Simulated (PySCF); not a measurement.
## CH3: from structure and modes to constants

These are results of UPBE0 in PySCF with C def2-TZVP, H def2-TZVP; no relativity; density-fitted integrals, not measurements.

The doublet minimum has D3h symmetry. Masses (u): C 12.00000, H 1.00782.

```xyz
4
charge 0 multiplicity 2, angstrom
C     0.0000    0.0000    0.0000
H     1.0799    0.0000    0.0000
H    -0.5400    0.9353    0.0000
H    -0.5400   -0.9353    0.0000
```

Harmonic wavenumbers (cm⁻¹): 526.2 (a2'', ×1), 1400.9 (e', ×2), 3130.1 (a1', ×1), 3313.8 (e', ×2).

Task: What is the harmonic zero-point energy?

Result: Half the sum of all 6 wavenumbers, 13086/2 = 6543 cm⁻¹, which is 78.3 kJ/mol (1 cm⁻¹ = 0.0119627 kJ/mol).

Task: Find the vibrational entropy and heat capacity at 298.15 K.

Result: With u = 1.43878 ω/T, each mode gives S = R[u/(eᵘ−1) − ln(1−e⁻ᵘ)] and C = R u² eᵘ/(eᵘ−1)².
```json
{"ω (cm⁻¹)": "526.2", "u": "2.539", "S (J/(mol K))": "2.49", "C (J/(mol K))": "4.99"}
{"ω (cm⁻¹)": "1400.9 (×2)", "u": "6.760", "S (J/(mol K))": "0.07", "C (J/(mol K))": "0.44"}
{"ω (cm⁻¹)": "3130.1", "u": "15.105", "S (J/(mol K))": "0.00", "C (J/(mol K))": "0.00"}
{"ω (cm⁻¹)": "3313.8 (×2)", "u": "15.991", "S (J/(mol K))": "0.00", "C (J/(mol K))": "0.00"}
```
The sums over all modes are S = 2.6 and C = 5.9 J/(mol K); the softest mode gives 94 % of the entropy (each member, where degenerate).

Task: Give the standard entropy (298.15 K, 1 bar) by its translational, rotational, vibrational and spin parts, and Cp.

Result: Sackur–Tetrode with M = 15.02 u gives 142.6; rotation with symmetry number 6 gives 43.6; vibration 2.6; spin R ln 2 = 5.8. The total is 194.6 J/(mol K), and Cp = 4 R + 5.9 = 39.1 J/(mol K).

Other isomers or separated fragments may lie lower.
